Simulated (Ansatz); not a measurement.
Species: HCl, SMILES `Cl` (charge 0, multiplicity 1).

Q: Give a relaxed geometry from PBE0-D3(BJ)/def2-TZVP run with Ansatz (a first-principles code).

A: the end point of this relaxation (outside a Z-matrix the atoms follow the SMILES, hydrogens last).
Z-matrix (Å, degrees):
```
Cl
H 1 1.2788
```
